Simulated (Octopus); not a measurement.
# A workflow on PN (phosphorus nitride), part 2 of 2

Octopus 16.4. Earlier steps stand in the parts before.

## (3) The polarisability at PZ81 LDA (scalar, in the pseudopotentials, sg15 potentials, box margin 3.5 angstrom, extra states 0, frequencies ev (0) eV, grid spacing 0.19 angstrom) (run 2)

Contents of geometry.xyz:

```xyz
2

N      0.000000     0.000000    -0.745433
P      0.000000     0.000000     0.745433
```

On the command line:

```sh
$ OMP_NUM_THREADS=1 octopus > em_resp.log
```

The program printed:

```text
Version                : 16.4
************************** Calculation Mode **************************
Input: [CalculationMode = em_resp]
Input: [SpinComponents = unpolarized]
******************************* Space ********************************
Octopus will run in 3 dimension(s).
Octopus will treat the system as periodic in 0 dimension(s).
Input: [AllElectronType = no]
Input: [PseudopotentialSet = sg15]
Reading Coordinates from geometry.xyz
****************************** Species *******************************
  Species 'N'
    type             : pseudopotential
    file format      : UPF2
    valence charge   : 5.0
    atomic number    :   7
    form on file     : kleinman-bylander
    lmax             : 1
    llocal           : -1
    projectors per l : 2
    total projectors : 4
    application form : kleinman-bylander
    orbitals         :  0
    bound orbitals   :  0
  Species 'P'
    type             : pseudopotential
    file format      : UPF2
    valence charge   : 5.0
    atomic number    :  15
    form on file     : kleinman-bylander
    lmax             : 1
    llocal           : -1
    projectors per l : 2
    total projectors : 4
    application form : kleinman-bylander
    orbitals         :  0
    bound orbitals   :  0
***************************** Symmetries *****************************
Symmetry elements : (Cinf) (sigma)
Symmetry group    : Cinfv
Input: [CurvMethod = curv_affine]
Input: [DerivativesStencil = stencil_star]
Input: [SmearingFunction = semiconducting]
Input: [SymmetrizeDensity = no]
******************************* States *******************************
Total electronic charge  =       10.000
Number of states         =        5
States block-size        =        4
************************** Parallelization ***************************
Info: Octopus will run in *serial*
******************************** Grid ********************************
Simulation Box:
  Type = minimum
  Radius  [A] =   3.500
Main mesh:
  Spacing [A] = ( 0.190, 0.190, 0.190)    volume/point [A^3] =      0.00686
  # inner mesh =      34297
  # total mesh =      55009
  Grid Cutoff [eV] =  1041.634699    Grid Cutoff [Ry] =    76.558745
Input: [StatesPack = yes]
** Warning:
**   The XCFunctional that you selected does not match the one used
**   to generate the pseudopotentials.
Input: [StatesOrthogonalization = cholesky_serial]
**************************** Theory Level ****************************
Input: [TheoryLevel = kohn_sham]
Exchange-correlation:
  Exchange
    Slater exchange (LDA)
  Correlation
    Perdew & Zunger (Modified) (LDA)
****************************** Hartree *******************************
Input: [DressedOrbitals = no]
The chosen Poisson solver is 'interpolating scaling functions'
Input: [FilterPotentials = filter_TS]
Info: Pseudopotential for N
  Radii for localized parts:
    local part     =  1.1 A
    non-local part =  1.2 A
    orbitals       =  0.0 A
Info: Pseudopotential for P
  Radii for localized parts:
    local part     =  1.3 A
    non-local part =  1.7 A
    orbitals       =  0.0 A
Input: [RelativisticCorrection = non_relativistic]
Input: [DFTULevel = dft_u_none]
Input: [MagneticConstrain = 0]
****************** Approximate memory requirements *******************
Mesh
  global  :       0.4 MiB
  local   :       1.7 MiB
  total   :       2.1 MiB
States
  real    :       2.1 MiB (par_kpoints + par_states + par_domains)
  complex :       4.2 MiB (par_kpoints + par_states + par_domains)
Info: Generating external potential
      done.
Input: [InteractionTiming = timing_exact]
Info: Octopus initialization completed.
Info: Starting calculation mode.
Input: [EMPerturbationType = electric]
Info: Ground-state restart information will be read from 'restart/gs'.
      Block       1 contains       4 states:       1 -       4
      Block       2 contains       1 states:       5 -       5
             Info: Reading states. 2026/12/08 at 19:56:07
          Info: States reading done. 2026/12/08 at 19:56:07
Info: Using real wavefunctions.
Info: Setting up Hamiltonian for linear response
** Warning:
**   Sternheimer equation for arbitrary occupations is under development.
**   It might not work or produce wrong results.
Input: [MixingScheme = broyden]
Info: Mixing uses    4 steps and restarts after   20 steps.
Variation of the Hamiltonian in Sternheimer equation: V_ext + hartree + fxc
Solving Sternheimer equation for linear response in unoccupied subspace only.
Sternheimer preorthogonalization: yes
Input: [Preconditioner = pre_filter]
Input: [PreconditionerFilterFactor = 0.5000]
*************************** Linear Solver ****************************
[... 1 line left out ...]
** Warning:
[... 9 lines left out ...]
** Warning:
[... 1 line left out ...]
** Warning:
[... 1 line left out ...]
** Warning:
[... 133 lines left out ...]
Info: SCF for response converged in   13 iterations.
[... 133 lines left out ...]
Info: SCF for response converged in   13 iterations.
[... 31 lines left out ...]
SCF Residual:     0.108695E+01 (abs),     0.108695E+00 (rel)
--------------------------------------------
LR SCF Iteration:   4
Frequency:             0.000000 Eta :             0.000000
   ik  ist                norm   iters            residual
    1    1            0.334877      16        0.518006E-03
    1    2            1.020140      16        0.146083E-02
    1    3            1.971541      16        0.909094E-02
    1    4            1.971541      16        0.909094E-02
    1    5            2.456787      10        0.887488E-02
SCF Residual:     0.152857E+00 (abs),     0.152857E-01 (rel)
--------------------------------------------
LR SCF Iteration:   5
Frequency:             0.000000 Eta :             0.000000
   ik  ist                norm   iters            residual
    1    1            0.320725      16        0.830787E-04
    1    2            1.004371      16        0.117192E-03
    1    3            2.007114      16        0.135363E-02
    1    4            2.007114      16        0.135363E-02
    1    5            2.437875      11        0.127867E-02
SCF Residual:     0.425461E-01 (abs),     0.425461E-02 (rel)
--------------------------------------------
LR SCF Iteration:   6
Frequency:             0.000000 Eta :             0.000000
   ik  ist                norm   iters            residual
    1    1            0.325616      17        0.183089E-04
    1    2            1.005760      17        0.549203E-04
    1    3            1.996676      17        0.316749E-03
    1    4            1.996676      17        0.316749E-03
    1    5            2.438385      11        0.311682E-03
SCF Residual:     0.100936E-01 (abs),     0.100936E-02 (rel)
--------------------------------------------
LR SCF Iteration:   7
Frequency:             0.000000 Eta :             0.000000
   ik  ist                norm   iters            residual
    1    1            0.324558      17        0.549146E-05
    1    2            1.005595      17        0.110979E-04
    1    3            1.999896      17        0.938474E-04
    1    4            1.999896      17        0.938474E-04
    1    5            2.438207      12        0.724218E-04
SCF Residual:     0.221898E-02 (abs),     0.221898E-03 (rel)
--------------------------------------------
LR SCF Iteration:   8
Frequency:             0.000000 Eta :             0.000000
   ik  ist                norm   iters            residual
    1    1            0.324798      17        0.230593E-05
    1    2            1.005674      17        0.229664E-05
    1    3            1.998686      17        0.140650E-04
    1    4            1.998686      17        0.140650E-04
    1    5            2.438191      12        0.186813E-04
SCF Residual:     0.942510E-03 (abs),     0.942510E-04 (rel)
--------------------------------------------
LR SCF Iteration:   9
Frequency:             0.000000 Eta :             0.000000
   ik  ist                norm   iters            residual
    1    1            0.324677      16        0.119053E-05
    1    2            1.005597      16        0.143550E-05
    1    3            1.998868      16        0.857460E-05
    1    4            1.998868      16        0.857462E-05
    1    5            2.438117      10        0.915258E-05
SCF Residual:     0.426141E-03 (abs),     0.426141E-04 (rel)
--------------------------------------------
LR SCF Iteration:  10
Frequency:             0.000000 Eta :             0.000000
   ik  ist                norm   iters            residual
    1    1            0.324648      13        0.923400E-06
    1    2            1.005580      13        0.784256E-06
    1    3            1.998892      13        0.396000E-05
    1    4            1.998892      13        0.396001E-05
    1    5            2.438119      10        0.401546E-05
SCF Residual:     0.269681E-03 (abs),     0.269681E-04 (rel)
--------------------------------------------
LR SCF Iteration:  11
Frequency:             0.000000 Eta :             0.000000
   ik  ist                norm   iters            residual
    1    1            0.324679      16        0.314629E-06
    1    2            1.005605      16        0.453736E-06
    1    3            1.998839      16        0.242734E-05
    1    4            1.998839      16        0.242738E-05
    1    5            2.438140      10        0.249348E-05
SCF Residual:     0.477069E-04 (abs),     0.477069E-05 (rel)
--------------------------------------------
LR SCF Iteration:  12
Frequency:             0.000000 Eta :             0.000000
   ik  ist                norm   iters            residual
    1    1            0.324680      13        0.166891E-06
    1    2            1.005610      13        0.101779E-06
    1    3            1.998828      13        0.785330E-06
    1    4            1.998828      13        0.785265E-06
    1    5            2.438143       6        0.956219E-06
SCF Residual:     0.324681E-04 (abs),     0.324681E-05 (rel)
--------------------------------------------
LR SCF Iteration:  13
Frequency:             0.000000 Eta :             0.000000
   ik  ist                norm   iters            residual
    1    1            0.324675      13        0.121589E-06
    1    2            1.005609      13        0.599858E-07
    1    3            1.998842      13        0.909030E-06
    1    4            1.998842      13        0.908991E-06
    1    5            2.438145       8        0.819128E-06
SCF Residual:     0.200986E-04 (abs),     0.200986E-05 (rel)
--------------------------------------------
LR SCF Iteration:  14
Frequency:             0.000000 Eta :             0.000000
   ik  ist                norm   iters            residual
    1    1            0.324678      12        0.854019E-07
    1    2            1.005611      12        0.695307E-07
    1    3            1.998835      12        0.798848E-06
    1    4            1.998835      12        0.798757E-06
    1    5            2.438146       4        0.881963E-06
SCF Residual:     0.566574E-05 (abs),     0.566574E-06 (rel)
--------------------------------------------
Info: SCF for response converged in   14 iterations.
      Total Hamiltonian applications:    1069
Info: Calculating polarizabilities.
Octopus emitted 4 warnings.
Octopus used 2 experimental features:
  Since you used one or more experimental features, results are likely
  wrong and should not  be considered as valid scientific data.  Check
  or contact the octopus developers for details.
```

It took 5.1 s on 1 thread of Arm Neoverse V1, shared host; peak memory 0.07 GiB.

## (4) Summary of results

The summary covers parts 1 to 2.

```
                                   quantity         value
              run 1, PZ81 LDA: total energy  -16.40851 Eh
             run 1, PZ81 LDA: dipole moment        2.89 D
               run 1, PZ81 LDA: HOMO energy      -7.66 eV
  run 1, PZ81 LDA: largest force on an atom    0.455 eV/Å
run 2, PZ81 LDA: mean static polarisability    27.2 bohr³
```

**Reading.** The largest force (run 1, PZ81 LDA) is 0.45 eV/Å: the shape isn't a stationary point for this species at this level.
